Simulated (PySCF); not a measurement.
**One shape, several levels: BH3 (borane)**

Aim: a comparison of 6 runs (M06-2X/6-31G*, PBE/6-31G*, SVWN5/6-31G*, UPBE0/6-31G*, CCSDTQ/6-31G*, NEVPT2(2,2)/6-31G*) of BH3 (borane). The job is set up through a Python script.

Program for the calculation: PySCF 2.14.0.

## 1. The system as given

The species is BH3 (4 atoms), meant as a singlet with charge 0. SMILES: `B`. The B1–H3 distance was set to 1.790 Å, away from the relaxed value. At this shape a bond of the SMILES string is far longer than usual.

Bond lengths: B1–H2 1.193 Å, B1–H4 1.193 Å. Angles: H2–B1–H4 120.0°. A long bond or contact: B1–H3 1.790 Å.

## 2. The energy at M06-2X/6-31G(d) (spherical functions) (run 1)

Input file calc.py:

```python
from pyscf import gto, dft

mol = gto.M(
    atom='''
B        0.158940       0.563211      -0.029148
H        1.127240       0.960011       0.544752
H       -0.276200      -1.171800       0.043000
H       -0.519360       1.323211      -0.650948
''',
    max_memory=1860,
    verbose=4,
    basis='6-31g*',
)

mf = dft.RKS(mol, xc='m06-2x')
mf.grids.level = 5
mf.conv_tol = 1e-10
mf.kernel()
if not mf.converged:
    mf = mf.newton().run(mf.mo_coeff, mf.mo_occ)

etot = mf.e_tot
print('Final energy', etot)
```

The run is started by

```bash
OMP_NUM_THREADS=1 python calc.py
```

The program printed:

```text
PySCF version 2.14.0

[INPUT] num. atoms = 4
[INPUT] num. electrons = 8
[INPUT] charge = 0
[INPUT] spin (= nelec alpha-beta = 2S) = 0
[INPUT] symmetry False subgroup None
[INPUT] Mole.unit = angstrom
[INPUT] Symbol           X                Y                Z      unit          X                Y                Z       unit  Magmom
[INPUT]  1 B      0.158940000000   0.563211000000  -0.029148000000 AA    0.300353070238   1.064314540342  -0.055081737079 Bohr   0.0
[INPUT]  2 H      1.127240000000   0.960011000000   0.544752000000 AA    2.130174876655   1.814157866570   1.029432085809 Bohr   0.0
[INPUT]  3 H     -0.276200000000  -1.171800000000   0.043000000000 AA   -0.521942355605  -2.214381072765   0.081258223356 Bohr   0.0
[INPUT]  4 H     -0.519360000000   1.323211000000  -0.650948000000 AA   -0.981448160054   2.500506395012  -1.230113441333 Bohr   0.0

nuclear repulsion = 6.5748026574831
number of shells = 12
number of NR pGTOs = 39
number of NR cGTOs = 20
basis = 6-31g*
ecp = {}

******** <class 'pyscf.dft.rks.RKS'> ********
method = RKS
initial guess = minao
damping factor = 0
level_shift factor = 0
DIIS = <class 'pyscf.scf.diis.CDIIS'>
diis_start_cycle = 1
diis_space = 8
diis_damp = 0
SCF conv_tol = 1e-10
SCF conv_tol_grad = None
SCF max_cycles = 50
direct_scf = True
direct_scf_tol = 1e-13
XC library pyscf.dft.libxc version 7.0.0
    S. Lehtola, C. Steigemann, M. J.T. Oliveira, and M. A.L. Marques.,  SoftwareX 7, 1–5 (2018)
XC functionals = m06-2x
    Y. Zhao and D. G. Truhlar.,  Theor. Chem. Acc. 120, 215 (2008)
    Y. Zhao and D. G. Truhlar.,  Theor. Chem. Acc. 120, 215 (2008)
radial grids:
    Treutler-Ahlrichs [JCP 102, 346 (1995); DOI:10.1063/1.469408] (M4) radial grids

becke partition: Becke, JCP 88, 2547 (1988); DOI:10.1063/1.454033
pruning grids: <function nwchem_prune>
grids dens level: 5
symmetrized grids: False
atomic radii adjust function: <function treutler_atomic_radii_adjust>
small_rho_cutoff = 0
Set gradient conv threshold to 1e-05
Initial guess from minao.
tot grids = 113784
init E= -26.1988995948644
  HOMO = -0.293519477891492  LUMO = -0.0794360004348813  gap/eV = 5.82551
cycle= 1 E= -26.5062912278779  delta_E= -0.307  |g|= 0.108  |ddm|= 1.28
  HOMO = -0.341689835894928  LUMO = -0.0485010544628375  gap/eV = 7.97807
cycle= 2 E= -26.5114187563865  delta_E= -0.00513  |g|= 0.0499  |ddm|= 0.178
  HOMO = -0.338043517196707  LUMO = -0.02699185543959  gap/eV = 8.46415
cycle= 3 E= -26.5124883687782  delta_E= -0.00107  |g|= 0.0119  |ddm|= 0.0669
  HOMO = -0.3393038330607  LUMO = -0.0310084250381646  gap/eV = 8.38915
cycle= 4 E= -26.5125685315843  delta_E= -8.02e-05  |g|= 0.000639  |ddm|= 0.0187
  HOMO = -0.339381007704209  LUMO = -0.0309767208831648  gap/eV = 8.39211
cycle= 5 E= -26.5125688028393  delta_E= -2.71e-07  |g|= 5.97e-05  |ddm|= 0.00174
  HOMO = -0.339368158990127  LUMO = -0.0309626065560398  gap/eV = 8.39214
cycle= 6 E= -26.5125688045968  delta_E= -1.76e-09  |g|= 7.28e-06  |ddm|= 0.000191
  HOMO = -0.339368148896134  LUMO = -0.0309600573702506  gap/eV = 8.39221
cycle= 7 E= -26.5125688046219  delta_E= -2.51e-11  |g|= 2.89e-07  |ddm|= 2.34e-05
  HOMO = -0.339368077323127  LUMO = -0.0309600425015431  gap/eV = 8.39221
Extra cycle  E= -26.5125688046219  delta_E= -1.42e-14  |g|= 5.02e-08  |ddm|= 9.56e-07
converged SCF energy = -26.5125688046219
Final energy -26.5125688046219
```

Run time: 2.1 s. Hardware: 1 thread of Arm Neoverse V1, shared host; peak memory 0.18 GiB.

## 3. The energy at PBE/6-31G(d) (spherical functions) (run 2)

Input file input.py:

```python
from pyscf import gto, dft

mol = gto.M(
    atom='''
B      0.300353     1.064315    -0.055082
H      2.130175     1.814158     1.029432
H     -0.521942    -2.214381     0.081258
H     -0.981448     2.500506    -1.230113
''',
    unit='bohr',
    verbose=4,
    basis='6-31g*',
    charge=0,
    max_memory=1860,
)

calc0 = dft.RKS(mol)
calc0.xc = 'pbe'
calc0.conv_tol = 1e-10
calc0.grids.level = 5
calc0.kernel()
if not calc0.converged:
    calc0 = calc0.newton().run(calc0.mo_coeff, calc0.mo_occ)

e_final = calc0.e_tot
print('Final energy', e_final)
```

The run is started by

```bash
OMP_NUM_THREADS=1 python input.py
```

The program printed:

```text
PySCF version 2.14.0

[INPUT] num. atoms = 4
[INPUT] num. electrons = 8
[INPUT] charge = 0
[INPUT] spin (= nelec alpha-beta = 2S) = 0
[INPUT] symmetry False subgroup None
[INPUT] Mole.unit = bohr
[INPUT] Symbol           X                Y                Z      unit          X                Y                Z       unit  Magmom
[INPUT]  1 B      0.158939962831   0.563211243240  -0.029148139132 AA    0.300353000000   1.064315000000  -0.055082000000 Bohr   0.0
[INPUT]  2 H      1.127240065272   0.960011070608   0.544751954592 AA    2.130175000000   1.814158000000   1.029432000000 Bohr   0.0
[INPUT]  3 H     -0.276199811822  -1.171799961494   0.042999881805 AA   -0.521942000000  -2.214381000000   0.081258000000 Bohr   0.0
[INPUT]  4 H     -0.519359915303   1.323210790969  -0.650947766456 AA   -0.981448000000   2.500506000000  -1.230113000000 Bohr   0.0

nuclear repulsion = 6.57480348625529
number of shells = 12
number of NR pGTOs = 39
number of NR cGTOs = 20
basis = 6-31g*
ecp = {}

******** <class 'pyscf.dft.rks.RKS'> ********
method = RKS
initial guess = minao
damping factor = 0
level_shift factor = 0
DIIS = <class 'pyscf.scf.diis.CDIIS'>
diis_start_cycle = 1
diis_space = 8
diis_damp = 0
SCF conv_tol = 1e-10
SCF conv_tol_grad = None
SCF max_cycles = 50
direct_scf = True
direct_scf_tol = 1e-13
XC library pyscf.dft.libxc version 7.0.0
    S. Lehtola, C. Steigemann, M. J.T. Oliveira, and M. A.L. Marques.,  SoftwareX 7, 1–5 (2018)
XC functionals = pbe
    J. P. Perdew, K. Burke, and M. Ernzerhof.,  Phys. Rev. Lett. 77, 3865 (1996)
    J. P. Perdew, K. Burke, and M. Ernzerhof.,  Phys. Rev. Lett. 78, 1396 (1997)
    J. P. Perdew, K. Burke, and M. Ernzerhof.,  Phys. Rev. Lett. 77, 3865 (1996)
    J. P. Perdew, K. Burke, and M. Ernzerhof.,  Phys. Rev. Lett. 78, 1396 (1997)
radial grids:
    Treutler-Ahlrichs [JCP 102, 346 (1995); DOI:10.1063/1.469408] (M4) radial grids

becke partition: Becke, JCP 88, 2547 (1988); DOI:10.1063/1.454033
pruning grids: <function nwchem_prune>
grids dens level: 5
symmetrized grids: False
atomic radii adjust function: <function treutler_atomic_radii_adjust>
small_rho_cutoff = 0
Set gradient conv threshold to 1e-05
[... 1 set-up line as earlier in the session ...]
tot grids = 113784
init E= -26.2148577417607
  HOMO = -0.284728736905855  LUMO = -0.135344499228414  gap/eV = 4.06495
cycle= 1 E= -26.4747702526042  delta_E= -0.26  |g|= 0.082  |ddm|= 1.35
  HOMO = -0.249771316845185  LUMO = -0.0982515908608688  gap/eV = 4.12306
cycle= 2 E= -26.4762978439162  delta_E= -0.00153  |g|= 0.0503  |ddm|= 0.154
  HOMO = -0.253518938395904  LUMO = -0.114042323714934  gap/eV = 3.79535
cycle= 3 E= -26.4770166100387  delta_E= -0.000719  |g|= 0.0324  |ddm|= 0.106
  HOMO = -0.255147146747497  LUMO = -0.110331694614783  gap/eV = 3.94063
cycle= 4 E= -26.477569091063  delta_E= -0.000552  |g|= 0.00171  |ddm|= 0.0446
  HOMO = -0.255506460621852  LUMO = -0.110584671067603  gap/eV = 3.94352
cycle= 5 E= -26.4775702786585  delta_E= -1.19e-06  |g|= 0.00029  |ddm|= 0.00224
  HOMO = -0.255414037907299  LUMO = -0.11056859921096  gap/eV = 3.94145
cycle= 6 E= -26.477570332103  delta_E= -5.34e-08  |g|= 5.14e-05  |ddm|= 0.00061
  HOMO = -0.255426944820351  LUMO = -0.110574585488204  gap/eV = 3.94163
cycle= 7 E= -26.477570333435  delta_E= -1.33e-09  |g|= 1.65e-06  |ddm|= 8.82e-05
  HOMO = -0.255426791732899  LUMO = -0.11057470911018  gap/eV = 3.94163
cycle= 8 E= -26.4775703334364  delta_E= -1.44e-12  |g|= 7.03e-08  |ddm|= 2.13e-06
  HOMO = -0.255426789704423  LUMO = -0.110574737970215  gap/eV = 3.94163
Extra cycle  E= -26.4775703334364  delta_E=    0  |g|= 1.14e-07  |ddm|= 2.57e-07
converged SCF energy = -26.4775703334364
Final energy -26.477570333436404
```

Wall time 1.7 s (1 thread of Arm Neoverse V1, shared host); peak memory 0.18 GiB.

Runs 3 to 5 aren't shown in full; the table further down has their settings and results.

## 4. The energy at NEVPT2(2,2)/6-31G(d) (spherical functions) (run 6)

Input file input.py:

```python
import numpy
from pyscf import gto, scf, mp, mcscf, mrpt

mol = gto.Mole()
mol.atom = [
    ('B', (0.158940, 0.563211, -0.029148)),
    ('H', (1.127240, 0.960011, 0.544752)),
    ('H', (-0.276200, -1.171800, 0.043000)),
    ('H', (-0.519360, 1.323211, -0.650948)),
]
mol.max_memory = 1860
mol.basis = '6-31g*'
mol.charge = 0
mol.spin = 0
mol.verbose = 3
mol.build()

myscf = mol.RHF()
myscf.conv_tol = 1e-10
myscf.kernel()
if not myscf.converged:
    myscf = myscf.newton().run(myscf.mo_coeff, myscf.mo_occ)

pt = mp.MP2(scf.addons.convert_to_uhf(myscf)).run()
noons, natorbs = mcscf.addons.make_natural_orbitals(pt)
print('natural occupations', numpy.round(noons[:40], 4))
cas = mcscf.CASSCF(myscf, 2, 2)
cas.fix_spin_(ss=0.0)
cas.natorb = True
cas.kernel(natorbs)
e_pt2 = mrpt.NEVPT(cas).kernel()
energy = cas.e_tot + e_pt2
print(f'total energy: {energy:.8f} hartree')
```

The run is started by

```bash
OMP_NUM_THREADS=1 python input.py
```

The program printed:

```text
converged SCF energy = -26.3135191847628
E(UMP2) = -26.3924785729152  E_corr = -0.07895938815249
E(SCS-UMP2) = -26.4009752472858  E_corr = -0.0874560625230853
natural occupations [1.9998e+00 1.9814e+00 1.9795e+00 1.9670e+00 2.7000e-02 1.0200e-02
 9.8000e-03 5.6000e-03 5.3000e-03 4.4000e-03 2.5000e-03 1.8000e-03
 1.7000e-03 1.2000e-03 1.2000e-03 6.0000e-04 5.0000e-04 4.0000e-04
 3.0000e-04 1.0000e-04]
CASSCF energy = -26.3433102491180
CASCI E = -26.3433102491180  E(CI) = -1.36017143293363  S^2 = 0.0000000
Sr    (-1)',   E = 0.00000000000057
Si    (+1)',   E = -0.00000000000048
Sijrs (0)  ,   E = -0.04048912615729
Sijr  (+1) ,   E = -0.00231437913779
Srsi  (-1) ,   E = -0.00917646511597
Srs   (-2) ,   E = -0.00235887695274
Sij   (+2) ,   E = -0.00019252613003
Sir   (0)' ,   E = -0.00458841742995
Nevpt2 Energy = -0.059119790923685
total energy: -26.40243004 hartree
```

Wall time 0.91 s (1 thread of Arm Neoverse V1, shared host); peak memory 0.12 GiB.

## 5. The series

| run | level | follow instability | integration grid | energy (Eh) | dipole moment (D) of the reference | HOMO energy (eV) | LUMO energy (eV) | wall time |
| --- | --- | --- | --- | --- | --- | --- | --- | --- |
| 1 | M06-2X/6-31G* (spherical functions) | – | 5 | -26.512569 | 0.89 | -9.23 | -0.84 | 2.1 s |
| 2 | PBE/6-31G* (spherical functions) | – | 5 | -26.477570 | 0.87 | -6.95 | -3.01 | 1.7 s |
| 3 | SVWN5/6-31G* (spherical functions) | – | 5 | -26.196913 | 0.79 | -6.94 | -3.27 | 1.4 s |
| 4 | UPBE0/6-31G* (spherical functions) | yes | 5 | -26.487139 | 0.90 | -8.19 | -1.91 | 5.7 s |
| 5 | CCSDTQ/6-31G* (spherical functions) | – | – | -26.418444 | 1.10 | -11.00 | 2.03 | 1.8 min |
| 6 | NEVPT2(2,2)/6-31G* (spherical functions) | – | – | -26.402430 | 1.10 | -11.00 | 2.03 | 0.91 s |

## 6. Results

```
                                    quantity         value
                         run 6: total energy  -26.40243 Eh
 run 6: dipole moment (Hartree–Fock density)        1.10 D
  run 6: HOMO energy (Hartree–Fock orbitals)     -11.00 eV
  run 6: LUMO energy (Hartree–Fock orbitals)       2.03 eV
run 6: HOMO–LUMO gap (Hartree–Fock orbitals)      13.02 eV
```

What this shows: Over runs 1, 2, 3, 4 the dipole moment (its size) runs from 0.79 D (SVWN5/6-31G*) to 0.90 D (UPBE0/6-31G*). Over runs 1, 2, 3, 4 the HOMO–LUMO gap runs from 3.67 eV (SVWN5/6-31G*) to 8.39 eV (M06-2X/6-31G*). Totals of different functionals can't be ranked against each other. All runs together took 2 min, the longest 1.8 min.
